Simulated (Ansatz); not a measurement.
Input for Ansatz (development build ahead of 0.2.0):

```yaml
crystal:
  periodic: [false, false, false]
  atoms:
    - { symbol: H, position_ang: [0.37, 0.0, 4.3] }
    - { symbol: H, position_ang: [-0.37, 0.0, 4.3] }
    - { symbol: Li, position_ang: [1.34, 0.0, 0.0] }
    - { symbol: Li, position_ang: [-1.34, 0.0, 0.0] }
basis:
  gaussian: { orbitals: "6-31G" }
hamiltonian:
  xc: hf
```

The input is written out in the form of the current development build from the run's settings.

Output:

```yaml
Converged: yes
Total_energy: -15.99154 hartree
Spin_squared_of_the_determinant: 0.000
```
